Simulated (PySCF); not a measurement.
A structure optimised at PBE0-D3(BJ)/def2-TZVP, used in a PySCF frequency run:

```
C
C 1 1.3014
H 2 1.0799 1 138.33
H 1 1.0875 2 122.10 3 180.00
H 1 1.0925 4 116.19 2 180.00
```
Charge 0, spin multiplicity 2.

Write its SMILES, formula and point group.

[CH]=C, C2H3, Cs

What are its rotational constants (standard atomic weights)?

236.36, 32.822, 28.820 GHz
